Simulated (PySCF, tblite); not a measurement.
# A complex of sulfur trioxide and fluoride

A gas-phase complex of sulfur trioxide and fluoride; charge -1, singlet. The structure comes from a short search (6 tight-binding starts) and was relaxed by PBE0-D3(BJ)/def2-TZVPD; another way of binding may lie lower. No frequency run checks that it is a minimum.

| part | name | SMILES | atoms | charge | multiplicity |
| --- | --- | --- | --- | --- | --- |
| 1 | sulfur trioxide | O=S(=O)=O | 1–4 | 0 | 1 |
| 2 | fluoride | [F-] | 5 | -1 | 1 |

```csv
atom,part,x (Å),y (Å),z (Å)
O1,1,-0.002,-1.418,-0.313
S2,1,-0.198,-0.193,0.422
O3,1,0.502,0.961,-0.087
O4,1,-0.225,-0.323,1.858
F5,2,-1.748,0.169,0.081
```

Contacts between parts, classed by geometry: S2···F5 1.628 Å (bond).

The parts are joined by the bond S2–F5, so these are energies of forming such bonds; deforming the relaxed parts to their shape in the adduct costs 19.8 kcal/mol, which the interaction energies leave out.

Interaction energies are complex less parts, with the parts frozen as they stand in it; counterpoise-corrected, in kcal/mol (PySCF). The CCSD(T) estimate is Hartree-Fock/aug-cc-pVQZ, plus the MP2 correlation part extrapolated as X⁻³ from aug-cc-pVTZ and aug-cc-pVQZ, plus CCSD(T) less MP2 in aug-cc-pVDZ; noble-gas cores are frozen. It isn't the exact limit.

```tsv
level	interaction	superposition error removed
Hartree-Fock/aug-cc-pVQZ	-124.53	-
wB97M-D3(BJ)/def2-TZVPD	-107.73	-0.17
PBE0-D3(BJ)/def2-TZVPD	-110.12	-0.20
MP2/aug-cc-pVQZ	-102.81	-1.28
```

Problem. What does CCSD(T) at its estimated basis limit give, and which of these levels comes nearest?

Solution. -106.68 kcal/mol. wB97M-D3(BJ)/def2-TZVPD is nearest, off by -1.05; the errors are Hartree-Fock/aug-cc-pVQZ -17.85, wB97M-D3(BJ)/def2-TZVPD -1.05, PBE0-D3(BJ)/def2-TZVPD -3.44, MP2/aug-cc-pVQZ +3.87.

Problem. What holds them together? Decompose the wB97M-D3(BJ)/def2-TZVPD energy: frozen parts, their antisymmetrised product, then relaxation.

Solution. electrostatic -219.9, Pauli repulsion +306.0, orbital relaxation -193.1, dispersion correction -1.0 kcal/mol, which sum to the value before the counterpoise correction; the Pauli term holds the exchange-correlation of the frozen density too. Of the attraction, 53 % is electrostatic, 47 % is orbital relaxation, 0 % is dispersion correction.

The parts were also relaxed and run alone, at the levels used for the complex: shieldings by PBE0/aug-pcSseg-2; core levels by delta-SCF with SCAN, aug-pcX-2 on the ionised atom and aug-pcseg-1 elsewhere, spin-free X2C (2p3/2 is the spin-free 2p value less a third of a first-order spin-orbit splitting).

Problem. How do these values change when the complex forms?

Solution. 
| property | alone | in the complex | change |
| --- | --- | --- | --- |
| shielding of S2 (ppm) | 69.2 | 148.8 | +79.5 |
| shielding of F5 (ppm) | 479.9 | 138.7 | -341.2 |
| O1 1s core level (eV) | 540.43 | 532.72 | -7.71 |
| S2 2p3/2 core level (eV) | 176.63 | 169.78 | -6.85 |
| F5 1s core level (eV) | 680.05 | 687.38 | +7.34 |
